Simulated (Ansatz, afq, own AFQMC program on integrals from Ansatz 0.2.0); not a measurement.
# Ge, triplet in aug-cc-pVTZ, levels against full CI

A free Ge atom.

Basis aug-cc-pVTZ. Only valence electrons are correlated. Ansatz 0.2.0 and our own AFQMC program on the same integrals; the CISD trial comes from CCSD amplitudes, and released means the phaseless constraint is let go. Free AFQMC starts from the CCSD state and is never constrained. Its projection time is finite, and what remains of the start isn't in its error. ± is one standard error of the sampling. No spin–orbit coupling.

Determinant: UHF, the one that the program's search chose, which needn't be the lowest solution.

Full CI on the same integrals is exact in this basis and with this determinant's frozen core.

Cautions: no relativity below Rb; no spin-orbit coupling; inner d shell frozen.

```
T1 diagnostic                               : 0.0095
weight of the determinant in the CISD state : 0.944
⟨S²⟩ of the determinant                     : 2.011
size of the correlated space                : 4 electrons in 45 orbitals
```

```
  level  correlation energy (eV)
    MP2                  -1.3791
   CCSD                  -1.7826
CCSD(T)                  -1.8356
```

(1) Estimate where free-projection AFQMC lies against CCSD(T) on the same integrals.

(1) 1.6 ± 0.05 kJ/mol below CCSD(T).

Reference: full CI, correlation energy -1.852 eV. The released energy is read at 1.50 1/Eh (meV from the phaseless value at times in 1/Eh: -1.9 ± 0.8 at 0.24, -4.1 ± 1.9 at 0.50, -5.7 ± 2.0 at 1.00, -4.2 ± 0.6 at 1.50).

```csv
level,E − E(reference) (kJ/mol),share of correlation (%)
CCSD(T),1.6,99.12
CCSDT,0.1,99.93
CCSDT(Q),0.0,99.99
ph-AFQMC/HF,5.6 ± 0.8,96.87
ph-AFQMC/CISD,0.5 ± 0.09,99.69
released AFQMC,0.1 ± 0.06,99.92
free AFQMC,0.0 ± 0.05,99.99
```

CCSDT and higher add their correlation energy to the determinant of the CCSD(T) run, since their own runs factorise the integrals more tightly (a shift of under 2 meV). Free projections are given only where their last times agree within the noise and don't stop above the reference; a slow remainder of the start can still hide under it. A walk keeps the symmetry of its determinant, which the program's search chose and which needn't be the lowest solution, so a lower state of the same spin and another symmetry isn't excluded. Released energies are given only where the last usable release times agree within the noise; a slower fall can still hide under it.
